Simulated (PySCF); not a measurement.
# C5H9F: the cost of one run

The runs use PySCF 2.14.0, with density-fitted response routines of our own; the level of theory stands in each step. All values are computed, except where a source is named. Atoms count from 0, in the outputs and in this text.

### Step 1. The molecule as given

15 atoms, charge 0, multiplicity 1; geometry from: MMFF94s.

Bonds of the start (Å): F0–C1 1.36, C1–C2 1.52, C2–C3 1.53, C3–C4 1.53, C4–C5 1.53, C5–C1 1.52, C1–H6 1.09, C2–H7 1.09, C2–H8 1.10, C3–H9 1.10, C3–H10 1.09, C4–H11 1.09, C4–H12 1.10, C5–H13 1.09, C5–H14 1.10.

### Step 2. Optimising the geometry at PBE0-D3(BJ)/def2-SVP

The job: settings as JSON, then the geometry in Å.

```
{"job": {"xc": "PBE0", "basis": "def2-SVP", "d3": "d3bj", "grid": 1, "kind": "geom"}, "charge": 0, "multiplicity": 1}
F     -1.063734    -0.032505     1.764211
C     -1.194795     0.074837     0.414843
C     -0.344405     1.232231    -0.071875
C      1.077755     0.679173    -0.051016
C      0.945039    -0.840861    -0.159030
C     -0.550822    -1.131910    -0.239892
H     -2.255836     0.184335     0.177653
H     -0.437898     2.117037     0.564164
H     -0.621708     1.503364    -1.097025
H      1.575758     0.941564     0.889629
H      1.678380     1.094981    -0.866333
H      1.474923    -1.235413    -1.031922
H      1.378755    -1.314569     0.729317
H     -0.803282    -2.067721     0.266751
H     -0.858132    -1.204544    -1.289476
```

Run with:

```bash
$ OMP_NUM_THREADS=1 python probes_run.py task.json out
```

One launch serves the whole session: the jobs run in the order shown.

Q: Estimate the wall time and peak memory of this first job on 1 thread of Arm Neoverse N1, shared host.

About 39 s, with a peak of 0.55 GiB.
